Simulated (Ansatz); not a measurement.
Input file:

```yaml
crystal:
  periodic: [false, false, false]
  atoms:
    - {symbol: Br, position_ang: [0.000000, 0.000000, -1.532000]}
    - {symbol: H, position_ang: [0.000000, 0.000000, 0.246000]}
    - {symbol: N, position_ang: [0.000000, 0.000000, 1.286000]}
basis:
  gaussian: {orbitals: cc-pVTZ}
magnetization: {spin_polarized: true, initial_magnetization: 3}
correlation: {method: ccsdt_q, electrons: outside_noble_gas}
```

```sh
$ ansatz run in.yaml --threads 2 --pin off --events-out ev --progress --plain --max-ram 16896MiB --backend cuda --devices 0, --max-vram 18GiB
```

Output:

```
972 factors; integrals over basis functions are off by at most 1.8e-7 eV
mean field evaluation 1: about -71493.7984 eV, gradient 9.8e0 eV
mean field evaluation 2: about -71493.8041 eV, gradient 9.8e0 eV
mean field evaluation 4: about -71495.1402 eV, gradient 1.9e0 eV
mean field evaluation 8: about -71495.2536 eV, gradient 1.7e-1 eV
mean field evaluation 16: about -71495.1367 eV, gradient 1.9e0 eV
mean field evaluation 32: about -71494.8452 eV, gradient 2.1e0 eV
mean field evaluation 64: about -71494.5581 eV, gradient 1.2e-1 eV
mean field evaluation 96: about -71484.1967 eV, gradient 1.6e1 eV
mean field evaluation 128: about -71490.0253 eV, gradient 1.6e1 eV
mean field evaluation 160: about -71494.5590 eV, gradient 7.1e-3 eV
...
cycle  10  -9.08880609 eV  change    6.6e-4 eV  update   4.9e-4
cycle  11  -9.08843341 eV  change    3.7e-4 eV  update   2.6e-4
cycle  12  -9.08900031 eV  change   -5.7e-4 eV  update   1.1e-4
cycle  13  -9.08919012 eV  change   -1.9e-4 eV  update   4.6e-5
cycle  14  -9.08928133 eV  change   -9.1e-5 eV  update   2.2e-5
cycle  15  -9.08928953 eV  change   -8.2e-6 eV  update   1.0e-5
cycle  16  -9.08927573 eV  change    1.4e-5 eV  update   4.3e-6
cycle  17  -9.08927274 eV  change    3.0e-6 eV  update   2.3e-6
cycle  18  -9.08927362 eV  change   -8.8e-7 eV  update   1.2e-6
cycle  19  -9.08927405 eV  change   -4.3e-7 eV  update   6.6e-7
perturbative correction -0.01181117 eV, -0.0004340526 hartree
Total energy: -71504.35624561 eV, -2627.7366246327 hartree
```

Ran on 2 threads of AMD EPYC 7R13 with a shared H100 80 GB, shared host: 10 s wall, 0.9 GiB peak host memory.
